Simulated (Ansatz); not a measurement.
Molecule: SO$_{2}$ (charge -1, doublet). 
Structure (B3LYP-D3(BJ)/def2-TZVP (Ansatz, a first-principles code) minimum search):
```xyz
3

O     -1.2617     0.4486    -0.0128
S     -0.0115    -0.4129    -0.0053
O      1.2847     0.3772     0.0234
```
Charge -1, spin multiplicity 2.

Basis-set convergence of Hartree-Fock and CCSD(T) correlation energies (hartree) with Ansatz. Correlated levels leave the core frozen unless marked. UHF or UKS for open shells. Spin-orbit coupling is left out. Non-relativistic.

```tsv
basis	functions	E(HF)	E(corr, CCSD(T))
aug-cc-pV(D+d)Z	78	-547.27475	-0.58047
aug-cc-pV(T+d)Z	147	…	…
```

Q: Fill in the missing entries.

A: 
- aug-cc-pV(T+d)Z, E(HF): -547.33788
- aug-cc-pV(T+d)Z, E(corr, CCSD(T)): -0.70831
